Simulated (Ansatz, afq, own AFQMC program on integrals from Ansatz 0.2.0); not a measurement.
**BGe, doublet in 6-31G, levels against full CI**

```yaml
atoms:
  - { symbol: Ge, position_ang: [0.0000, 0.0000, 0.0000] }
  - { symbol: B, position_ang: [0.0000, 0.0000, 1.5620] }
```

Basis 6-31G. Only valence electrons are correlated. Integrals, coupled cluster, full CI and functionals: Ansatz 0.2.0; the random walks run on the same integrals in our own AFQMC program. The CISD trial takes its coefficients from CCSD amplitudes. Released means that phaseless walkers are propagated on without the constraint, phases kept. ± is one standard error of the sampling. No spin–orbit coupling.

Determinant: UHF, the one that the program's search chose, which needn't be the lowest solution. The geometry is a point of a scan.

Full CI on the same integrals is exact in this basis and with this determinant's frozen core.

Cautions: no relativity below Rb; no spin-orbit coupling; inner d shell frozen; strong correlation (T1 0.113, weight of the determinant 0.70, largest double 0.19); unrestricted determinant spin contaminated (⟨S²⟩ 1.67 against 0.75); CCSD(T) is in doubt: in a space of 7 electrons in 8 natural orbitals full CI lies 138 meV below it; the released energy hasn't reached full CI (32 meV above it at 2.40 1/Eh), so no released level is given (meV from the phaseless value at times in 1/Eh: -9 ± 4 at 0.24, -20 ± 3 at 0.51, -27.1 ± 2.3 at 0.99, -30 ± 3 at 1.62, -31 ± 5 at 2.40); walk and cluster series may follow different spin states.

- T1 diagnostic: 0.1127
- weight of the determinant in the CISD state: 0.703
- ⟨S²⟩ of the determinant: 1.674
- size of the correlated space: 7 electrons in 23 orbitals

Reference: full CI, correlation energy -3.132 eV. The cautions show a poor starting determinant, so the rows tell how each method copes with it here, and full CI is the sure value.

```csv
level,E − E(reference) (kJ/mol),share of correlation (%)
HF,302.2,0.00
MP2,124.5,58.80
CCSD,29.8,90.12
CCSD(T),15.4,94.91
ph-AFQMC/CISD,6.1 ± 0.4,97.99
```

A walk keeps the symmetry of its determinant, which the program's search chose and which needn't be the lowest solution, so a lower state of the same spin and another symmetry isn't excluded.
